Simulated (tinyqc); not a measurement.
Worked calculation: CCD on RHF in the sto-3g basis, for H2O, spin multiplicity 1. One step of it, computed by the program tinyqc.

Question. Orthogonalisation. S = U s U^T; symmetric (Loewdin) form X = U s^(-1/2) U^T, so that X^T S X = 1.

overlap S:
```
,1O 1s,1O 2s,1O 2px,1O 2py,1O 2pz,2H 1s,3H 1s
1O 1s,1.000000,0.236704,0.000000,0.000000,0.000000,0.036889,0.036889
1O 2s,0.236704,1.000000,0.000000,0.000000,0.000000,0.376341,0.376341
1O 2px,0.000000,0.000000,1.000000,0.000000,0.000000,0.000000,0.000000
1O 2py,0.000000,0.000000,0.000000,1.000000,0.000000,0.270452,-0.270452
1O 2pz,0.000000,0.000000,0.000000,0.000000,1.000000,0.196257,0.196257
2H 1s,0.036889,0.376341,0.000000,0.270452,0.196257,1.000000,0.162061
3H 1s,0.036889,0.376341,0.000000,-0.270452,0.196257,0.162061,1.000000
```

Give: eigenvalues of S; X.

Answer.

eigenvalues of S: 0.4452  0.5280  0.8893  1.0000  1.0961  1.3099  1.7315

X:
```
,1O 1s,1O 2s,1O 2px,1O 2py,1O 2pz,2H 1s,3H 1s
1O 1s,1.0236,-0.1363,0.0000,0.0000,-0.0069,0.0188,0.0188
1O 2s,-0.1363,1.1507,0.0000,0.0000,0.0656,-0.2162,-0.2162
1O 2px,0.0000,0.0000,1.0000,0.0000,0.0000,0.0000,0.0000
1O 2py,0.0000,0.0000,0.0000,1.0729,0.0000,-0.1738,0.1738
1O 2pz,-0.0069,0.0656,0.0000,0.0000,1.0334,-0.1106,-0.1106
2H 1s,0.0188,-0.2162,0.0000,-0.1738,-0.1106,1.1218,-0.0552
3H 1s,0.0188,-0.2162,0.0000,0.1738,-0.1106,-0.0552,1.1218
```
